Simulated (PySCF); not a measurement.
# H4SSi (sulfanylsilane): the cost of one run

The runs use PySCF 2.14.0, with density-fitted response routines of our own; the level of theory stands in each step. All values are computed, except where a source is named. Atoms are numbered from 0 throughout.

## 1. Starting geometry

6 atoms, charge 0, multiplicity 1; geometry from: GFN2-xTB. The atoms were then displaced at random by about 0.01 Å, so the start is not that level's minimum.

Bonds of the start (Å): Si0–S1 2.13, Si0–H2 1.44, Si0–H3 1.47, Si0–H4 1.46, S1–H5 1.32.

## 2. Optimising the geometry at PBE0-D3(BJ)/def2-SVP

The job: settings as JSON, then the geometry in Å.

```
{"job": {"xc": "PBE0", "basis": "def2-SVP", "d3": "d3bj", "grid": 1, "shake": 0.01, "kind": "geom"}, "charge": 0, "multiplicity": 1}
Si    -0.559660    -0.035010     0.016400
S      1.388820     0.800010    -0.207970
H     -0.704780    -0.563530     1.348240
H     -1.406430     1.141400    -0.208570
H     -0.745710    -1.056370    -1.005810
H      2.051930    -0.316520     0.013050
```

Command:

```
OMP_NUM_THREADS=1 python probes_run.py task.json out
```

One launch serves the whole session: the jobs run in the order shown.

Q: Estimate the wall time and peak memory of this first job on 1 thread of Intel Xeon Platinum 8259CL at 2.50GHz, shared host.

About 5.2 s, with a peak of 0.28 GiB.
